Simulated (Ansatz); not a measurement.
System: bcc Rb. Method: PBEsol in Ansatz (PAW).

A relaxed, unreconstructed slab of the (111) face has 12 atoms, two equal faces of 53.689 Å² each and an energy of -38603.1312 eV. A bulk cell of 3 atoms with the same orientation and in-plane k mesh has -9650.9781 eV. Energies are extrapolated to zero smearing.

Run with plane-wave cutoff 500 eV, 12×12×1 k mesh (along the axes of the cell as run), Fermi–Dirac smearing 0.1 eV, scalar-relativistic PAW data made under PBE.

Worked out: γ = (E_slab − N E_bulk per atom)/2A = [-38603.1312 − 12 × (-9650.9781/3)]/(2 × 53.689) = 0.0073 eV/Å². With 16.022 J/m² per eV/Å² this is 0.12 J/m², or 0.39 eV per surface cell and face.

Ansatz is a first-principles code.
